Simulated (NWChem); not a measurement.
Everything below was run with NWChem. System: P (+1), charge 1, spin multiplicity 3. Its SCF solution wasn't tested for a lower state. Level: UHF/cc-pVQZ.

Input file:

```
start mol
memory heap 200 mb stack 900 mb global 1100 mb
charge 1
geometry units angstroms nocenter noautoz
  P      0.000000     0.000000     0.000000
  symmetry group D2h
end
basis spherical
  * library cc-pvqz
end
scf
  uhf
  nopen 2
  maxiter 100
  thresh 1e-7
  semidirect memsize 60000000 filesize 0
  # guess.movecs holds the orbitals of an unrestricted PBE0 run
  vectors input guess.movecs output mol.movecs
end
task scf energy
```

Output (cleaned and shortened):

```
             Northwest Computational Chemistry Package (NWChem) 7.3.0
             --------------------------------------------------------

                                NWChem Input Module
                                -------------------

 Scaling coordinates for geometry "geometry" by  1.889725989
 (inverse scale =  0.529177249)

                             Geometry "geometry" -> ""
                             -------------------------

 Output coordinates in angstroms (scale by  1.889725989 to convert to a.u.)

  No.       Tag          Charge          X              Y              Z
 ---- ---------------- ---------- -------------- -------------- --------------
    1 P                   15.0000     0.00000000     0.00000000     0.00000000

 Effective nuclear repulsion energy (a.u.)       0.0000000000

            Nuclear Dipole moment (a.u.)
            ----------------------------
        X                 Y               Z
 ---------------- ---------------- ----------------
     0.0000000000     0.0000000000     0.0000000000

      Symmetry information
      --------------------

 Group name             D2h
 Group number             26
 Group order               8
 No. of unique centers     1

      Symmetry unique atoms

     1


 Summary of "ao basis" -> "" (spherical)
 ------------------------------------------------------------------------------
       Tag                 Description            Shells   Functions and Types
 ---------------- ------------------------------  ------  ---------------------
 *                          cc-pvqz                   on all atoms

 Summary of "ao basis" -> "ao basis" (spherical)
 ------------------------------------------------------------------------------
       Tag                 Description            Shells   Functions and Types
 ---------------- ------------------------------  ------  ---------------------
 P                          cc-pvqz                 17       59   6s5p3d2f1g

                                 NWChem SCF Module
                                 -----------------

  ao basis        = "ao basis"
  functions       =    59
  atoms           =     1
  alpha electrons =     8
  beta  electrons =     6
  charge          =   1.00
  wavefunction    = UHF
  use symmetry    = T
  symmetry adapt  = T

 Summary of "ao basis" -> "ao basis" (spherical)
 ------------------------------------------------------------------------------
       Tag                 Description            Shells   Functions and Types
 ---------------- ------------------------------  ------  ---------------------
 P                          cc-pvqz                 17       59   6s5p3d2f1g

      Symmetry analysis of basis
      --------------------------

        ag         15
        au          2
        b1g         5
        b1u         9
        b2g         5
        b2u         9
        b3g         5
        b3u         9

 Forming initial guess at       0.1s

   Symmetry analysis of molecular orbitals - initial alpha
   -------------------------------------------------------

  Numbering of irreducible representations:

     1 ag          2 au          3 b1g         4 b1u         5 b2g
     6 b2u         7 b3g         8 b3u

  Orbital symmetries:

     1 ag          2 ag          3 b3u         4 b2u         5 b1u
     6 ag          7 b1u         8 b2u         9 b3u        10 ag
    11 ag         12 b3g        13 b2g        14 b1g        15 ag
    16 b1u        17 b2u        18 b3u

   Symmetry analysis of molecular orbitals - initial beta
[...]
 Vector    9  Occ=0.000000D+00  E=-3.394738D-01  Symmetry=b3u
              MO Center=  1.4D-17,  3.5D-20,  3.0D-20, r^2= 1.9D+00
   Bfn.  Coefficient  Atom+Function         Bfn.  Coefficient  Atom+Function
  ----- ------------  ---------------      ----- ------------  ---------------
    16      0.522531  1 P  px                19      0.322947  1 P  px
    13      0.296520  1 P  px                10      0.210017  1 P  px

 Vector   10  Occ=0.000000D+00  E= 3.442865D-04  Symmetry=ag
              MO Center=  1.4D-19, -1.0D-20,  3.9D-18, r^2= 4.4D+00
   Bfn.  Coefficient  Atom+Function         Bfn.  Coefficient  Atom+Function
  ----- ------------  ---------------      ----- ------------  ---------------
     5      2.493969  1 P  s                  6     -2.279490  1 P  s
     4     -0.438085  1 P  s                  2     -0.211433  1 P  s

 Vector   11  Occ=0.000000D+00  E= 3.167806D-02  Symmetry=b2u
              MO Center= -2.1D-20,  1.2D-15, -6.7D-16, r^2= 6.1D+00
   Bfn.  Coefficient  Atom+Function         Bfn.  Coefficient  Atom+Function
  ----- ------------  ---------------      ----- ------------  ---------------
    20      1.496633  1 P  py                17     -1.067221  1 P  py
    11     -0.613077  1 P  py                 8     -0.510012  1 P  py

                     UHF Final Beta Molecular Orbital Analysis
                     -----------------------------------------

 Vector    4  Occ=1.000000D+00  E=-5.779184D+00  Symmetry=b2u
              MO Center= -3.1D-37, -9.6D-22,  1.6D-38, r^2= 8.2D-02
   Bfn.  Coefficient  Atom+Function         Bfn.  Coefficient  Atom+Function
  ----- ------------  ---------------      ----- ------------  ---------------
     8      1.002668  1 P  py

 Vector    5  Occ=1.000000D+00  E=-5.779184D+00  Symmetry=b1u
              MO Center= -1.7D-36,  1.7D-37,  1.3D-20, r^2= 8.2D-02
   Bfn.  Coefficient  Atom+Function         Bfn.  Coefficient  Atom+Function
  ----- ------------  ---------------      ----- ------------  ---------------
     9      1.002668  1 P  pz

 Vector    6  Occ=1.000000D+00  E=-9.342732D-01  Symmetry=ag
              MO Center= -3.0D-16, -4.2D-18,  1.5D-16, r^2= 1.1D+00
   Bfn.  Coefficient  Atom+Function         Bfn.  Coefficient  Atom+Function
  ----- ------------  ---------------      ----- ------------  ---------------
     5      0.698485  1 P  s                  3      0.558309  1 P  s
     4      0.305795  1 P  s                  6      0.209783  1 P  s

 Vector    7  Occ=0.000000D+00  E=-3.112367D-01  Symmetry=b3u
              MO Center=  4.6D-15,  1.3D-16, -2.0D-16, r^2= 2.0D+00
   Bfn.  Coefficient  Atom+Function         Bfn.  Coefficient  Atom+Function
  ----- ------------  ---------------      ----- ------------  ---------------
    16      0.492999  1 P  px                19      0.362585  1 P  px
    13      0.289570  1 P  px                10      0.222847  1 P  px

 Vector    8  Occ=0.000000D+00  E=-2.517786D-01  Symmetry=b1u
              MO Center=  4.1D-15, -1.4D-15,  2.0D-14, r^2= 2.3D+00
   Bfn.  Coefficient  Atom+Function         Bfn.  Coefficient  Atom+Function
  ----- ------------  ---------------      ----- ------------  ---------------
    21      0.452050  1 P  pz                18      0.424302  1 P  pz
    15      0.275536  1 P  pz                12      0.226353  1 P  pz

 Vector    9  Occ=0.000000D+00  E=-2.517786D-01  Symmetry=b2u
              MO Center= -3.1D-24,  7.7D-18,  6.2D-24, r^2= 2.3D+00
   Bfn.  Coefficient  Atom+Function         Bfn.  Coefficient  Atom+Function
  ----- ------------  ---------------      ----- ------------  ---------------
    20      0.452050  1 P  py                17      0.424302  1 P  py
    14      0.275536  1 P  py                11      0.226353  1 P  py

 center of mass
 --------------
 x =   0.00000000 y =   0.00000000 z =   0.00000000

 moments of inertia (a.u.)
 ------------------
           0.000000000000           0.000000000000           0.000000000000
           0.000000000000           0.000000000000           0.000000000000
           0.000000000000           0.000000000000           0.000000000000

  Mulliken analysis of the total density
  --------------------------------------

    Atom       Charge   Shell Charges
 -----------   ------   -------------------------------------------------------
    1 P   15    14.00   2.00  1.97 -0.04  0.44  1.30  0.32  5.94  0.05  0.67  1.14  0.20  0.00  0.00  0.00  0.00  0.00  0.00

  Mulliken analysis of the alpha density
  --------------------------------------

    Atom       Charge   Shell Charges
 -----------   ------   -------------------------------------------------------
    1 P   15     8.00   1.00  0.99 -0.03  0.21  0.68  0.14  2.92  0.09  0.65  1.14  0.20  0.00  0.00  0.00  0.00  0.00  0.00

   Mulliken analysis of the beta density
   -------------------------------------

    Atom       Charge   Shell Charges
 -----------   ------   -------------------------------------------------------
    1 P   15     6.00   1.00  0.98 -0.01  0.23  0.62  0.18  3.02 -0.04  0.02 -0.00  0.00  0.00  0.00  0.00 -0.00  0.00  0.00

   Mulliken analysis of the spin density
   -------------------------------------

    Atom       Charge   Shell Charges
 -----------   ------   -------------------------------------------------------
    1 P   15     2.00   0.00  0.01 -0.02 -0.01  0.06 -0.04 -0.10  0.13  0.63  1.14  0.20  0.00 -0.00 -0.00  0.00  0.00 -0.00

       Multipole analysis of the density wrt the origin
       ------------------------------------------------

     L   x y z        total         alpha         beta         nuclear
     -   - - -        -----         -----         ----         -------
     0   0 0 0      1.000000     -8.000000     -6.000000     15.000000

     1   1 0 0      0.000000      0.000000      0.000000      0.000000
     1   0 1 0      0.000000      0.000000      0.000000      0.000000
     1   0 0 1     -0.000000     -0.000000     -0.000000      0.000000

     2   2 0 0     -5.528470     -3.644974     -1.883495      0.000000
     2   1 1 0      0.000000      0.000000      0.000000      0.000000
     2   1 0 1      0.000000      0.000000      0.000000      0.000000
     2   0 2 0     -7.658820     -6.001147     -1.657673      0.000000
     2   0 1 1      0.000000      0.000000     -0.000000      0.000000
     2   0 0 2     -7.658820     -6.001147     -1.657673      0.000000

 Task  times  cpu:        1.4s     wall:        1.4s

 Total times  cpu:        1.4s     wall:        1.4s
```
